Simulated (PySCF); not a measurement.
An unknown shows these calculated signals:

1H NMR (300 MHz, computed): δ 6.79 (ddt, J = 17.6, 11.3, 7.9 Hz, 1H), 5.38 (dt, J = 17.6, 1.2 Hz, 1H), 5.30 (d, J = 11.3 Hz, 1H), 3.32 (dd, J = 7.9, 1.2 Hz, 2H), 2.69 (s, 3H), -0.17 (br s, 1H).

13C{1H} NMR (computed): δ 144.9 (CH), 122.0 (CH2), 59.9 (CH2), 37.5 (CH3).

Computational details: geometry: GFN2-xTB, shielding tensors at PBE0/pcSseg-1 (GIAO), B3LYP/pcJ-1 coupling constants (spin–dipole term only in couplings to heteroatoms), in PySCF (a single conformation, fast rotation and ring inversion assumed for equivalent nuclei, no solvent model, no relativistic terms).

Scale: 1H (σref 31.72) and 13C (σref 186.93) vs TMS (reference shieldings calculated alike).

Q: Which of these does the molecule contain: an N-methyl group, a methoxy group, a benzene ring, an OH group, a non-aromatic C=C double bond, an NH or NH2 group?

A: 
- An N-methyl group: yes (δC 37.5; δH 2.69 (s)).
- A methoxy group: no.
- A benzene ring: no.
- An OH group: no.
- A non-aromatic C=C double bond: yes.
- An NH or NH2 group: yes (δH -0.17 (br s)).

The data belong to SMILES C=CCNC, C4H9N; they needn't prove each group on their own.

Carbon signals by region: 2 in the sp2 and nitrile region (100–160 ppm), 1 at 50–100 ppm, 1 below 50 ppm.

OH and NH positions are those of a molecule without intermolecular hydrogen bonds; in solution they move with solvent, concentration and temperature, and exchange usually removes their couplings. Splittings below 1 Hz are ignored in the labels, and close J values are merged. Unscaled 3J(H,H) at this level run about 10 % above measured values. Shifts are as computed. Against solution values, carbons near 30 ppm lie about +3 ppm off and those near 130 ppm about +5 ppm. Of 1211 compounds with measured shifts, 218 miss one by over three times the rms of a fit or turn the order of signals round; such compounds aren't used in these exercises. Couplings across =CH–CH2 type bonds come from one rotamer and its mirror image, and can be 1–2 Hz further off. Couplings to exchangeable protons are dropped.
